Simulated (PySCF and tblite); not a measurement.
1,2-dimethoxyethane, C₄H₁₀O₂, numbered as in [CH3:1][O:2][CH2:3][CH2:4][O:5][CH3:6].

The ensemble was built from 150 distance-geometry starts (ETKDG and KDG, MMFF94s, GFN2-xTB) and rests on GFN2-xTB geometries. Energies: TPSS-D3(BJ)/def2-TZVP (IEF-PCM, chloroform), with GFN2-xTB thermal terms (modes under about 100 cm⁻¹ blended into free rotors). Symmetry numbers and mirror images are counted. Conformers within 3 kcal/mol (GFN2-xTB free energy) were kept, 10 at most. GIAO shieldings: KT3/pcSseg-1 (IEF-PCM, chloroform). Shifts are against TMS (¹H), TMS (¹³C) at the same level. Programs: PySCF with density fitting and tblite.

Torsions listed: C1–O2–C3–C4, O2–C3–C4–O5, C3–C4–O5–C6. Of a mirror pair one member is shown.

```tsv
conformer	shape	weight %	dipole D
1	174°, -86°, 174°	29.6	1.33
2	72°, 71°, -178°	22.2	2.73
3	178°, 86°, -73°	18.3	1.78
4	180°, 180°, 180°	16.8	0.00
5	180°, -172°, -73°	9.0	2.10
```

Not shown: 4 more, 4.1 % in all.

Task: How do the computed shifts compare with measured ones?

Result: 
```json
{"nucleus": "¹H", "signal": "H1/H6", "leading conformer": "3.57", "average": "3.60", "measured": "3.28", "medium": "THF-d8"}
{"nucleus": "¹H", "signal": "H3/H4", "leading conformer": "3.68", "average": "3.72", "measured": "3.43", "medium": "THF-d8"}
{"nucleus": "¹³C", "signal": "C1/C6", "leading conformer": "61.4", "average": "61.1", "measured": "58.72", "medium": "THF-d8"}
{"nucleus": "¹³C", "signal": "C3/C4", "leading conformer": "78.5", "average": "76.7", "measured": "72.58", "medium": "THF-d8"}
```

Measured values: Fulmer et al., Organometallics 2010, 29, 2176. Mean difference for ¹H: 0.31 ppm, scatter 0.02 ppm. Mean difference for ¹³C: 3.25 ppm, scatter 0.87 ppm. The computed shifts are unscaled and lack vibrational corrections.
